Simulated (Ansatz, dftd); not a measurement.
Barrier from C2H5 (SMILES [CH2]C, doublet) to the saddle point below; all geometries are those of the NHTBH38 set.
```
C
C 1 1.3446
H 2 1.0809 1 121.40
H 2 1.0809 3 117.15 1 -177.22
H 1 1.0809 2 121.25 3 6.58
H 1 1.0809 5 116.76 2 -170.17
H 1 1.9805 5 85.66 6 -82.92
```
Charge 0, spin multiplicity 2.

Wanted: barrier height (electronic, no zero-point energy), in kcal/mol. Radicals and triplets start from unrestricted determinants; spin-orbit coupling is neglected. Correlated methods leave the cores frozen. Rows without X2C or -DK are non-relativistic. CBS(X,Y): correlation extrapolated as X^-3, Hartree-Fock from the larger set. A bracket is a step between two methods taken in the basis named. Functionals run without relativity, which enters their misses. '+ core + X2C': CCSD(T) terms for core correlation (cc-pwCVTZ) and scalar relativity (cc-pVTZ-DK). The UHF reference of C2H5 (saddle point or complex, doublet) is spin-contaminated (<S^2> up to 0.20 over the pure value in the sets run).

Published benchmark value: 41.8 kcal/mol (Zhao et al., NHTBH38), a best estimate, not a measurement.

```
level                                                                                        program  barrier height (kcal/mol)  difference against that value
------------------------------------------------------------------------------------  --------------  -------------------------  -----------------------------
PBE/def2-TZVPD                                                                                Ansatz                       40.2                           -1.6
B3LYP-D4/def2-TZVPD                                                                   Ansatz + dftd4                       41.2                           -0.6
CAM-B3LYP-D4/def2-TZVPD                                                               Ansatz + dftd4                       43.2                            1.4
MP2/aug-cc-pVQZ                                                                               Ansatz                       46.5                            4.7
CCSDT(Q)/aug-cc-pVDZ                                                                          Ansatz                       41.4                           -0.4
CCSD(T)/CBS(aug-cc-pVTZ,aug-cc-pVQZ) + [CCSDT(Q) - CCSD(T)]/aug-cc-pVDZ + core + X2C          Ansatz                       41.8                            0.0
```

Ansatz is a first-principles code.
